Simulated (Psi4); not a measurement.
# SiH4O (SMILES O[SiH3]), step by step

We compute a single-point energy (HF/cc-pVTZ), then a transition-state search (HF/cc-pVTZ), then vibrational wavenumbers (HF/cc-pVTZ), then a reaction path (HF/cc-pVTZ) of SiH4O. 

The calculation is run with Psi4 1.11.

### Step 1. Starting point

The species is SiH4O (6 atoms), meant as a singlet with charge 0. SMILES: `O[SiH3]`. The coordinates come from a PBE0-D4/def2-TZVP relaxation.

Bond lengths: O1–Si2 1.648 Å, O1–H3 0.957 Å, Si2–H4 1.489 Å, Si2–H5 1.481 Å, Si2–H6 1.489 Å. Angles: O1–Si2–H4 111.7°, O1–Si2–H5 105.9°, O1–Si2–H6 111.7°, Si2–O1–H3 117.9°, H4–Si2–H5 109.9°, H4–Si2–H6 107.9°, H5–Si2–H6 109.9°.

### Step 2. The energy at HF/cc-pVTZ (density fitting) (run 1)

Contents of input.dat:

```
memory 1600 MB

molecule system {
  0 1
  O
  Si 1 1.647706
  H 1 0.957473 2 117.85986
  H 2 1.488968 1 111.66652 3 -60.47821
  H 2 1.480514 4 109.85598 1 117.21614
  H 2 1.489025 5 109.8626 4 -118.50774
  units angstrom
  symmetry c1
}


result, w = energy('hf/cc-pVTZ', return_wfn=True)
```

Launch:

```console
$ psi4 -n 1 input.dat output.dat
```

output.dat:

```text
[...]
  Running in c1 symmetry.
[...]
  Nuclear repulsion =   64.754900530719269
[...]
  Multiplicity = 1
[...]
  Nalpha       = 13
  Nbeta        = 13
[...]
    Number of basis functions: 120
[...]
   @DF-RHF iter   1:  -366.11790281904808   -6.31051e-01   3.76519e-03 DIIS/ADIIS
[...]
   @DF-RHF iter   7:  -366.20651692700886   -1.09899e-07   6.32102e-07 DIIS
[...]
    Orbital Energies [Eh]
    ---------------------
    Doubly Occupied:
       1A    -68.796069     2A    -20.559384     3A     -6.140924
       4A     -4.247650     5A     -4.247354     6A     -4.247153
       7A     -1.344405     8A     -0.759835     9A     -0.649008
      10A     -0.555661    11A     -0.553589    12A     -0.472379
      13A     -0.455809
[...]
  @DF-RHF Final Energy:  -366.20651692700886
   => Energetics <=
    Nuclear Repulsion Energy =             64.7549005307192687
    One-Electron Energy =                -635.8643938780326152
    Two-Electron Energy =                 204.9029764203044692
    Total Energy =                       -366.2065169270088631
[...]
 Multipole Moments:
 ------------------------------------------------------------------------------------
     Multipole            Electronic (a.u.)      Nuclear  (a.u.)        Total (a.u.)
 ------------------------------------------------------------------------------------
 L = 1.  Multiply by 2.5417464519 to convert [e a0] to [Debye]
 Dipole X            :          0.0000467           -0.0000401            0.0000067
 Dipole Y            :         -0.1287937            0.6766751            0.5478815
 Dipole Z            :         -1.5769203            1.5595329           -0.0173873
 Magnitude           :                                                    0.5481573
[...]
```

It took 1.8 s on 1 thread of AMD EPYC 9R45 (Zen 5), shared host; peak memory 0.32 GiB.

### Step 3. A transition-state search at HF/cc-pVTZ (full hess every 0) (run 2)

Contents of job.py:

```python
import psi4

psi4.set_memory(1600000000)
psi4.set_num_threads(1)
psi4.set_output_file('run.log', False)

m = psi4.geometry("""
0 1
O      0.636700    -1.030300     0.419000
Si    -0.035700     0.346500    -0.187000
H      0.283480    -1.869124     0.121736
H     -1.128300     0.045700    -1.152800
H      1.060500     1.064900    -0.875600
H     -0.602300     1.202400     0.891700
symmetry c1
""")

psi4.set_options({
    'basis': 'cc-pVTZ',
    'reference': 'rhf',
    'opt_type': 'ts',
    'full_hess_every': 0,
    'geom_maxiter': 40,
    'scf_type': 'pk',
})

E, wfn = psi4.optimize('scf', return_wfn=True)
print('E =', round(E, 9))
print(m.to_string(dtype='xyz', units='Angstrom'))
```

Launch:

```console
$ python job.py
```

run.log, cut to the lines that bear on the results:

```text
[...]
  Running in c1 symmetry.
[...]
  Nuclear repulsion =   64.757234920351920
[...]
  Multiplicity = 1
[...]
  Nalpha       = 13
  Nbeta        = 13
[...]
    Number of basis functions: 120
[...]
   @RHF iter   1:  -366.11670300472946   -6.29053e-01   3.77119e-03 ADIIS/DIIS
[...]
   @RHF iter   6:  -366.20649107053828   -1.31308e-11   5.38807e-09 DIIS
[...]
  @RHF Final Energy:  -366.20649107053828
   => Energetics <=
    Nuclear Repulsion Energy =             65.2211713449994761
    One-Electron Energy =                -636.7914914288957107
    Two-Electron Energy =                 205.3638290133580142
    Total Energy =                       -366.2064910705382772
[...]
 Multipole Moments:
 ------------------------------------------------------------------------------------
     Multipole            Electronic (a.u.)      Nuclear  (a.u.)        Total (a.u.)
 ------------------------------------------------------------------------------------
 L = 1.  Multiply by 2.5417464519 to convert [e a0] to [Debye]
 Dipole X            :          0.7056380           -1.0223647           -0.3167268
 Dipole Y            :         -1.2560846            0.9253665           -0.3307181
 Dipole Z            :          0.6812794           -0.9551727           -0.2738934
 Magnitude           :                                                    0.5335802
[...]
  -Total Gradient:
     Atom            X                  Y                   Z
    ------   -----------------  -----------------  -----------------
       1        0.000028079601    -0.000004763825     0.000034238049
       2        0.000002216004    -0.000000144776    -0.000004933207
       3       -0.000026422559     0.000008165446    -0.000023715117
       4        0.000001503452    -0.000007505076     0.000000208208
       5       -0.000006350676     0.000006272636    -0.000003291339
       6        0.000000974179    -0.000002024404    -0.000002506595
[...]
    Final optimized geometry and variables:
    Molecular point group: c1
    Full point group: C1
    Geometry (in Angstrom), charge = 0, multiplicity = 1:
    O            0.423181177075    -0.901305342667     0.413947760890
[...]
```

Standard output:

```text
Warning: used thermodynamics relations inappropriate for low-frequency modes: ['504.3131']
Optimizer: Optimization complete!
E = -366.206491071
6
0 1 H4OSi
O                     0.423181177075    -0.901305342667     0.413947760890
Si                   -0.202746399167     0.479969867562    -0.200048870539
H                     0.089499433112    -1.734620065441     0.142828682988
H                    -1.282919767201     0.166027603171    -1.163860059882
H                     0.856848254109     1.242993191810    -0.888649282185
H                    -0.751439872690     1.306146733445     0.893327120275
```

Run time: 3.1 min. Hardware: 1 thread of AMD EPYC 9R45 (Zen 5), shared host; peak memory 1.4 GiB.

Step by step:

```tsv
step	energy from the first frame kept (eV)	largest force (eV/Å)
0	0.0000	1.1848
1	-0.0312	0.0826
2	-0.0310	0.0495
3	-0.0310	0.0096
4	-0.0311	0.0023
```

After the run. Bond lengths: O1–Si2 1.636 Å, O1–H3 0.938 Å, Si2–H4 1.481 Å, Si2–H5 1.476 Å, Si2–H6 1.476 Å. Angles: O1–Si2–H4 110.1°, O1–Si2–H5 109.7°, O1–Si2–H6 109.7°, Si2–O1–H3 120.4°, H4–Si2–H5 109.2°, H4–Si2–H6 109.2°, H5–Si2–H6 108.8°.

### Step 4. Vibrational wavenumbers at HF/cc-pVTZ (run 3)

Contents of h4osi.sdf:

```

     RDKit          3D

  6  5  0  0  0  0  0  0  0  0999 V2000
    0.6064   -1.0333    0.4233 O   0  0  0  0  0  0  0  0  0  0  0  0
   -0.0195    0.3479   -0.1907 Si  0  0  0  0  0  4  0  0  0  0  0  0
    0.2727   -1.8667    0.1521 H   0  0  0  0  0  0  0  0  0  0  0  0
   -1.0997    0.0340   -1.1545 H   0  0  0  0  0  0  0  0  0  0  0  0
    1.0401    1.1110   -0.8793 H   0  0  0  0  0  0  0  0  0  0  0  0
   -0.5682    1.1741    0.9026 H   0  0  0  0  0  0  0  0  0  0  0  0
  2  1  1  0
  3  1  1  0
  4  2  1  0
  5  2  1  0
  6  2  1  0
M  END
$$$$
```

Contents of run.py:

```python
import psi4
from rdkit import Chem

psi4.set_memory('1600 MB')
psi4.set_num_threads(1)
psi4.set_output_file('h4osi.out', False)

rd = Chem.SDMolSupplier('h4osi.sdf', removeHs=False, sanitize=False)[0]
xyz = rd.GetConformer().GetPositions()
atoms = '\n'.join(f'{a.GetSymbol()} {x:.4f} {y:.4f} {z:.4f}' for a, (x, y, z) in zip(rd.GetAtoms(), xyz))
molecule = psi4.geometry('0 1\n' + atoms + '\nsymmetry c1')

psi4.set_options({
    'basis': 'cc-pVTZ',
    'reference': 'rhf',
    'rotational_symmetry_number': 1,
    'scf_type': 'pk',
})

E, wfn = psi4.frequencies("hf", return_wfn=True)
print(f'hf energy: {E:.10f} Eh')
print('wavenumbers / cm^-1:', wfn.frequencies().np.round(1))
for k, v in sorted(psi4.core.scalar_variables().items()):
    print(f'{k:45s} {v:18.10f}')
```

Launch:

```console
$ python run.py
```

h4osi.out, cut to the lines that bear on the results:

```text
[...]
  Running in c1 symmetry.
[...]
  Nuclear repulsion =   65.222324003606516
[...]
  Multiplicity = 1
[...]
  Nalpha       = 13
  Nbeta        = 13
[...]
    Number of basis functions: 120
[...]
   @RHF iter   1:  -366.11856746605400   -5.98688e-01   3.78046e-03 ADIIS/DIIS
[...]
  -Total Gradient:
     Atom            X                  Y                   Z
    ------   -----------------  -----------------  -----------------
       1        0.000057445151     0.000149644008     0.000056181432
       2        0.000007090457    -0.000049015270     0.000028185403
       3       -0.000073432054    -0.000103296602    -0.000061690678
       4       -0.000001119817    -0.000004537523     0.000001993362
       5        0.000003444757     0.000016954368    -0.000007791093
       6        0.000006571505    -0.000009748978    -0.000016878426
[...]
   @RHF iter  10:  -366.20649104841368   -7.67386e-12   3.88009e-09 DIIS
[...]
    Orbital Energies [Eh]
    ---------------------
    Doubly Occupied:
[...]
  @RHF Final Energy:  -366.20649104841368
   => Energetics <=
    Nuclear Repulsion Energy =             65.2223240036065164
    One-Electron Energy =                -636.7938683858867535
    Two-Electron Energy =                 205.3650533338665127
    Total Energy =                       -366.2064910484136817
[...]
 Multipole Moments:
 ------------------------------------------------------------------------------------
     Multipole            Electronic (a.u.)      Nuclear  (a.u.)        Total (a.u.)
 ------------------------------------------------------------------------------------
[...]
  ==> Harmonic Vibrational Analysis <==
[...]
  Freq [cm^-1]                200.6495i            700.5056            787.2290
[...]
  IR activ [km/mol]            108.7737            83.2587             49.6049
[...]
  Freq [cm^-1]                 900.6056            969.8423           1032.0370
[...]
  IR activ [km/mol]            225.5796            41.7533             122.2991
[...]
  Freq [cm^-1]                1049.8204           1078.0858           2298.0442
[...]
  IR activ [km/mol]            117.6774            230.8739            194.7524
[...]
  Freq [cm^-1]                2318.4342           2335.4036           4221.3042
[...]
  IR activ [km/mol]            207.7897            78.7494             142.1603
[...]
  Total E_0, Enthalpy at 0 [K]                                                         -366.16618727 [Eh]
[...]
```

On the terminal:

```text
Warning: thermodynamics relations excluded imaginary frequencies: ['200.6495i']
hf energy: -366.2064910484 Eh
wavenumbers / cm^-1: [-200.6  700.5  787.2  900.6  969.8 1032.  1049.8 1078.1 2298.  2318.4
 2335.4 4221.3]
CURRENT ENERGY                                   -366.2064910484
CURRENT REFERENCE ENERGY                         -366.2064910484
DD SOLVATION ENERGY                                 0.0000000000
ENTHALPY                                         -366.1620301440
ENTHALPY CORRECTION                                 0.0444609044
GIBBS FREE ENERGY                                -366.1901181648
GIBBS FREE ENERGY CORRECTION                        0.0163728836
HF KINETIC ENERGY                                 366.1770694685
HF POTENTIAL ENERGY                              -732.3835605169
HF TOTAL ENERGY                                  -366.2064910484
HF VIRIAL RATIO                                     2.0000803480
NUCLEAR REPULSION ENERGY                           65.2223240036
ONE-ELECTRON ENERGY                              -636.7938683859
PCM POLARIZATION ENERGY                             0.0000000000
PE ENERGY                                           0.0000000000
SCF ITERATION ENERGY                             -366.2064910484
SCF ITERATIONS                                     10.0000000000
SCF TOTAL ENERGY                                 -366.2064910484
THERMAL ENERGY                                   -366.1629743285
THERMAL ENERGY CORRECTION                           0.0435167199
TWO-ELECTRON ENERGY                               205.3650533339
ZERO K ENTHALPY                                  -366.1661872747
ZPVE                                                0.0403037737
```

Wall time 2.3 min (1 thread of AMD EPYC 9R45 (Zen 5), shared host); peak memory 0.91 GiB.

### Step 5. The intrinsic reaction coordinate at HF/cc-pVTZ (full hess every 0, irc direction backward, irc points 4, irc step size 0.2) (run 4)

Contents of calc.in:

```
memory 1600 mb

molecule mol {
  0 1
  O      1.14594882    -1.95273526     0.79985493
  Si    -0.03688367     0.65749808    -0.36042935
  H      0.51538123    -3.52747050     0.28751427
  H     -2.07811481     0.06423179    -2.18176818
  H      1.96546068     2.09940258    -1.66169665
  H     -1.07376317     2.21874445     1.70575184
  units bohr
  symmetry c1
}

set {
  basis           cc-pVTZ
  reference       rhf
  opt_type        irc
  irc_points      4
  irc_step_size   0.2
  full_hess_every 0
  geom_maxiter    90
  irc_direction   backward
  g_convergence   gau_loose
  scf_type        pk
}

energy_value, wavefunction = optimize("scf", return_wfn=True)
print_variables()
```

Launch:

```console
$ psi4 -n 1 calc.in calc.out
```

calc.out, cut to the lines that bear on the results:

```text
[...]
  Running in c1 symmetry.
[...]
  Nuclear repulsion =   65.221162992378254
[...]
  Multiplicity = 1
[...]
  Nalpha       = 13
  Nbeta        = 13
[...]
    Number of basis functions: 120
[...]
   @RHF iter   1:  -366.11856726598717   -5.98719e-01   3.78054e-03 ADIIS/DIIS
[...]
  ==> Harmonic Vibrational Analysis <==
[...]
  Freq [cm^-1]                205.0808i            699.9807            787.2147
[...]
  IR activ [km/mol]            108.7581            83.4956             49.6339
[...]
  Freq [cm^-1]                 900.1637            969.5173           1032.0353
[...]
  IR activ [km/mol]            225.4808            41.5901             122.2841
[...]
  Freq [cm^-1]                1049.8083           1078.0549           2298.0640
[...]
  IR activ [km/mol]            117.6262            230.9271            194.7358
[...]
  Freq [cm^-1]                2318.4521           2335.4032           4222.8280
[...]
  IR activ [km/mol]            207.7835            78.7160             142.1482
[...]
  Total E_0, Enthalpy at 0 [K]                                                         -366.16618682 [Eh]
[...]
  Total H, Enthalpy at  298.15 [K]                                                     -366.16202933 [Eh]
[...]
   @RHF iter   9:  -366.20688628171257   -3.01270e-12   2.73046e-09 DIIS
[...]
  @RHF Final Energy:  -366.20688628171257
   => Energetics <=
    Nuclear Repulsion Energy =             65.2314454942639372
    One-Electron Energy =                -636.8107589244827977
    Two-Electron Energy =                 205.3724271485063468
    Total Energy =                       -366.2068862817125705
[...]
 Multipole Moments:
 ------------------------------------------------------------------------------------
     Multipole            Electronic (a.u.)      Nuclear  (a.u.)        Total (a.u.)
 ------------------------------------------------------------------------------------
[...]
  -Total Gradient:
     Atom            X                  Y                   Z
    ------   -----------------  -----------------  -----------------
       1        0.000692321039    -0.000476449307    -0.000601798346
       2       -0.000063121115     0.000012511038     0.000116765497
       3       -0.000615573892     0.000445467956     0.000538642287
       4        0.000087079149    -0.000081152673    -0.000062822798
       5        0.000013394857     0.000158425005     0.000065579587
       6       -0.000114100038    -0.000058802017    -0.000056366227
[...]
```

On the terminal:

```text
Warning: thermodynamics relations excluded imaginary frequencies: ['205.0808i']
Optimizer: Optimization complete!
```

Run time: 3.7 min. Hardware: 1 thread of AMD EPYC 9R45 (Zen 5), shared host; peak memory 1.4 GiB.

Step by step:

```tsv
step	energy from the first frame kept (eV)	largest force (eV/Å)
0	0.0000	0.0023
1	-0.0009	0.0194
2	-0.0009	0.0197
3	-0.0033	0.0362
4	-0.0033	0.0353
5	-0.0068	0.0403
6	-0.0068	0.0432
7	-0.0108	0.0532
```

### Step 6. Results

| quantity | value |
| --- | --- |
| run 1, HF/cc-pVTZ: total energy | -366.20652 Eh |
| run 1, HF/cc-pVTZ: dipole moment | 1.39 D |
| run 1, HF/cc-pVTZ: HOMO energy | -12.40 eV |
| run 1, HF/cc-pVTZ: LUMO energy | 3.32 eV |
| run 1, HF/cc-pVTZ: HOMO–LUMO gap | 15.72 eV |
| run 2, HF/cc-pVTZ: total energy at the end | -366.20649 Eh |
| run 2, HF/cc-pVTZ: dipole moment | 1.36 D |
| run 2, HF/cc-pVTZ: HOMO energy | -12.38 eV |
| run 2, HF/cc-pVTZ: LUMO energy | 3.40 eV |
| run 2, HF/cc-pVTZ: HOMO–LUMO gap | 15.78 eV |
| run 3, HF/cc-pVTZ: lowest harmonic wavenumber | 201i cm⁻¹ (imaginary) |
| run 3, HF/cc-pVTZ: highest harmonic wavenumber | 4221 cm⁻¹ |
| run 4, HF/cc-pVTZ: total energy at the end | -366.20689 Eh |
| run 4, HF/cc-pVTZ: dipole moment | 1.34 D |
| run 4, HF/cc-pVTZ: HOMO energy | -12.39 eV |
| run 4, HF/cc-pVTZ: LUMO energy | 3.39 eV |

1 mode is imaginary (lowest 201i cm⁻¹): a first-order saddle point.
